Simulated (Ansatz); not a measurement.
A CCSD(T) single point on C2H4N2O (`N=C1OC1N`).

```yaml
crystal:
  periodic: [false, false, false]
  atoms:
    - {symbol: N, position_ang: [0.790964, 1.902987, 0.023581]}
    - {symbol: C, position_ang: [0.427187, 0.769121, -0.360140]}
    - {symbol: O, position_ang: [-0.166680, 0.151828, -1.364667]}
    - {symbol: C, position_ang: [0.299660, -0.618986, -0.026376]}
    - {symbol: N, position_ang: [-0.627667, -1.095284, 0.844878]}
    - {symbol: H, position_ang: [0.578604, 2.607366, -0.682381]}
    - {symbol: H, position_ang: [1.088410, -1.305712, -0.308421]}
    - {symbol: H, position_ang: [-0.990367, -2.018692, 0.672011]}
    - {symbol: H, position_ang: [-1.311614, -0.438828, 1.184413]}
basis:
  gaussian: {orbitals: def2-SVP}
correlation: {method: ccsd_t}
```

```sh
$ ansatz run in.yaml --threads 2 --pin off --events-out ev --progress --plain --max-ram 4352MiB
```

Output of Ansatz, abridged:

```
Functional definition: HF
914 factors; integrals over basis functions are off by at most 1.1e-3 eV
mean field evaluation 1: about -7113.5725 eV, gradient 4.0e1 eV
mean field evaluation 2: about -7113.5785 eV, gradient 4.0e1 eV
mean field evaluation 4: about -7117.1304 eV, gradient 4.2e0 eV
mean field evaluation 8: about -7117.1984 eV, gradient 2.7e-1 eV
mean field evaluation 16: about -7117.1827 eV, gradient 1.3e0 eV
mean field -7117.19897201 eV, -261.5522380105 hartree, gradient 2.0e-6 eV, S^2 0.000000; 0 other end points of the search recorded, 0 dependent functions left out
5 core orbitals not correlated: weight in the atoms' cores, before any rotation towards them, 1.000 or more for the frozen orbitals, at most 0.000 for the correlated occupied ones
reference -7117.19897201 eV, -261.5522380105 hartree; 14, 14 occupied and 71, 71 virtual orbitals, 914 factors
second order -21.22695580 eV of doubles, -0.00000000 eV of singles
cycle   1  -21.11858335 eV  change    1.1e-1 eV  update   1.3e-1
cycle   2  -21.72211266 eV  change   -6.0e-1 eV  update   4.2e-2
cycle   3  -21.90304394 eV  change   -1.8e-1 eV  update   2.2e-2
cycle   4  -21.89795739 eV  change    5.1e-3 eV  update   5.5e-3
cycle   5  -21.89332854 eV  change    4.6e-3 eV  update   2.3e-3
cycle   6  -21.89432602 eV  change   -1.0e-3 eV  update   7.6e-4
cycle   7  -21.89373801 eV  change    5.9e-4 eV  update   2.9e-4
cycle   8  -21.89363195 eV  change    1.1e-4 eV  update   1.1e-4
cycle   9  -21.89367908 eV  change   -4.7e-5 eV  update   3.9e-5
cycle  10  -21.89366832 eV  change    1.1e-5 eV  update   1.4e-5
perturbative correction -0.79826768 eV, -0.0293357960 hartree
Total energy: -7139.89090800 eV, -262.3861512772 hartree
```

Hardware: 2 threads of an Arm Neoverse V1 on a shared host. Wall time 5.5 s, peak host memory 0.42 GiB.

Correlation energy per correlated electron: -0.810 eV. T1 diagnostic: 0.0165.
